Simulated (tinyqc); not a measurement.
Inside a calculation. Method: extended Hueckel theory, for N2+. The parameters take no account of the charge, which enters only through the electron count. Computed by tinyqc, a small Python program that keeps every step (integrals from PySCF). Settings: charge = 1, K = 2.0, multiplicity = 2. Command: `OMP_NUM_THREADS=1 python tinyqc.py 20064 20065 out.jsonl` (the two numbers bound the seeds that draw the settings). One thread of a shared host (Intel(R) Xeon(R) Processor @ 2.60GHz), about 0.01 s of CPU time with the checks.

## Overlaps

Geometry (angstrom):

| atom | x | y | z |
|---|---|---|---|
| N | 0.000000 | 0.000000 | 0.000000 |
| N | 0.000000 | 0.000000 | 1.250000 |

Parameters chosen for this run:

| element | shell | Slater exponent | H_ii (eV) |
|---|---|---|---|
| N | 2s | 1.950000 | -26.000000 |
| N | 2p | 1.950000 | -13.400000 |

Slater orbitals, each expanded in six Gaussians scaled to its exponent.

overlap S, lower triangle:
```
            1N 2s    1N 2px    1N 2py     1N 2pz     2N 2s    2N 2px    2N 2py    2N 2pz
1N 2s    1.000000
1N 2px   0.000000  1.000000
1N 2py   0.000000  0.000000  1.000000
1N 2pz   0.000000  0.000000  0.000000   1.000000
2N 2s    0.358606  0.000000  0.000000   0.379090  1.000000
2N 2px   0.000000  0.205872  0.000000   0.000000  0.000000  1.000000
2N 2py   0.000000  0.000000  0.205872   0.000000  0.000000  0.000000  1.000000
2N 2pz  -0.379090  0.000000  0.000000  -0.331551  0.000000  0.000000  0.000000  1.000000
```

## Wolfsberg-Helmholz matrix

diagonal H_ii (eV): 1N 2s -26.000000, 1N 2px -13.400000, 1N 2py -13.400000, 1N 2pz -13.400000, 2N 2s -26.000000, 2N 2px -13.400000, 2N 2py -13.400000, 2N 2pz -13.400000

K = 2.000000

H_ij = K' S_ij (H_ii + H_jj)/2 for i != j (the diagonal keeps H_ii), with K' = 2.

H (eV), lower triangle:
```
             1N 2s      1N 2px      1N 2py      1N 2pz       2N 2s      2N 2px      2N 2py      2N 2pz
1N 2s   -26.000000
1N 2px    0.000000  -13.400000
1N 2py    0.000000    0.000000  -13.400000
1N 2pz    0.000000    0.000000    0.000000  -13.400000
2N 2s   -18.647526    0.000000    0.000000  -14.936160  -26.000000
2N 2px    0.000000   -5.517368    0.000000    0.000000    0.000000  -13.400000
2N 2py    0.000000    0.000000   -5.517368    0.000000    0.000000    0.000000  -13.400000
2N 2pz   14.936160    0.000000    0.000000    8.885579    0.000000    0.000000    0.000000  -13.400000
```

## Orbitals

valence electrons = 9

Solve H C = S C e through S^(-1/2); fill by pairs from the bottom, a degenerate level sharing its electrons equally; each orbital has its largest coefficient positive (the first on a tie).

orbital energies (eV): -33.058468  -20.373084  -15.687709  -15.687709  -14.020974  -9.926147  -9.926147  32.701777

occupations: 2.000000  2.000000  2.000000  2.000000  1.000000  0.000000  0.000000  0.000000

coefficients:
```
              MO1        MO2       MO3        MO4        MO5        MO6        MO7        MO8
1N 2s    0.585454   0.548543  0.000000   0.000000  -0.238802   0.000000   0.000000   0.933647
1N 2px   0.000000   0.000000  0.453692   0.456948   0.000000   0.435181   0.663505   0.000000
1N 2py   0.000000   0.000000  0.456948  -0.453692   0.000000   0.663505  -0.435181   0.000000
1N 2pz   0.064759  -0.434603  0.000000   0.000000   0.635383   0.000000   0.000000   0.967604
2N 2s    0.585454  -0.548543  0.000000   0.000000  -0.238802   0.000000   0.000000  -0.933647
2N 2px   0.000000   0.000000  0.453692   0.456948   0.000000  -0.435181  -0.663505   0.000000
2N 2py   0.000000   0.000000  0.456948  -0.453692   0.000000  -0.663505   0.435181   0.000000
2N 2pz  -0.064759  -0.434603  0.000000   0.000000  -0.635383   0.000000   0.000000   0.967604
```

sum of one-electron energies = -183.634915 eV

Within a degenerate level the vectors are fixed only up to a rotation; this is one choice.

## Mulliken analysis

P = C n C^T; charge = valence electrons (N 5) minus the sum of (P S)_ii on the atom; overlap population = 2 sum P_ij S_ij between two atoms.

charges: 1N 0.500000, 2N 0.500000

Overlap populations:

| pair | value |
|---|---|
| 2-1 | 1.414508 |
